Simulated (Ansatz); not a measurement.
# [BH$_{2}$···H···OH], doublet along the distance B1-H4

Starting geometry:

```json
{"atom": "B", "x (Å)": "-1.4006", "y (Å)": "0.0307", "z (Å)": "0.0000"}
{"atom": "H", "x (Å)": "-1.9973", "y (Å)": "1.0643", "z (Å)": "0.0000"}
{"atom": "H", "x (Å)": "-1.9973", "y (Å)": "-1.0029", "z (Å)": "0.0000"}
{"atom": "H", "x (Å)": "-0.2071", "y (Å)": "0.0307", "z (Å)": "0.0000"}
{"atom": "O", "x (Å)": "1.1244", "y (Å)": "0.0307", "z (Å)": "0.0000"}
{"atom": "H", "x (Å)": "1.3763", "y (Å)": "-0.9092", "z (Å)": "0.0000"}
```

From there H4 is moved from one fragment to the other while all else, the fragments' distance too, stays fixed; atoms are numbered as listed. Energies are in kcal/mol, counted from the starting geometry at the same level. Kohn–Sham curves are unrestricted where that lies lower.

Basis cc-pVDZ; Ansatz 0.2.0. Correlated methods freeze the noble-gas cores. R marks a restricted (for open shells ROHF) determinant, U an unrestricted one.

In so small a basis the reference is far from its limit while semilocal and hybrid functionals are nearer theirs (RPA and double hybrids share much of the reference's basis error), so the functionals' errors here hold much of the reference's basis and frozen-core error, which can add to them or hide them.

Full CI isn't at hand for all of this; UCCSDT(Q) serves as the reference, and is uncertain by about the last step of the cluster series.

```csv
distance B1-H4 (Å),UCCSDT(Q),PBE,r2SCAN,B97M-V,PBE0,B3LYP,r2SCAN0,wB97M-V,B2PLYP,RPA-PBE
1.110,3.9,6.1,5.1,4.5,4.9,4.5,4.2,4.1,4.2,4.5
1.194,0.0,0.0,0.0,0.0,0.0,0.0,0.0,0.0,0.0,0.0
1.242,-1.3,-2.3,-1.8,-1.5,-1.7,-1.5,-1.4,-1.4,-1.4,-1.5
1.291,-2.4,-4.0,-3.3,-2.6,-3.1,-2.6,-2.5,-2.5,-2.7,-2.7
1.340,-3.8,-5.5,-4.6,-3.6,-4.4,-3.7,-3.7,-3.7,-4.0,-3.8
1.389,-5.4,-6.7,-5.9,-4.5,-5.8,-4.8,-5.2,-5.1,-5.5,-5.0
1.437,-7.1,-7.7,-7.2,-5.3,-7.2,-5.8,-6.7,-6.5,-7.0,-6.3
1.486,-8.7,-8.1,-8.1,-5.9,-8.2,-6.6,-8.1,-7.7,-8.2,-7.2
1.535,-9.4,-7.5,-8.1,-5.8,-8.3,-6.5,-8.7,-8.0,-8.6,-7.3
```
